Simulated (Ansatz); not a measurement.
fcc Pd

Calculation: PBEsol in Ansatz (PAW).

Numerical settings: plane-wave cutoff 500 eV, 14×20×1 k mesh (along the axes of the cell as run), Fermi–Dirac smearing 0.1 eV, scalar-relativistic PAW data made under PBE.

Cell: relaxed at this level.

```
Property                             Result
--------------------------------  ---------
surface energy of the (110) face  2.02 J/m²
work function of the (110) face     4.93 eV
```

The slab of 12 atoms is relaxed and unreconstructed.

Computing time: about 50 core-minutes (a rough figure).

Ansatz is an electronic-structure program.
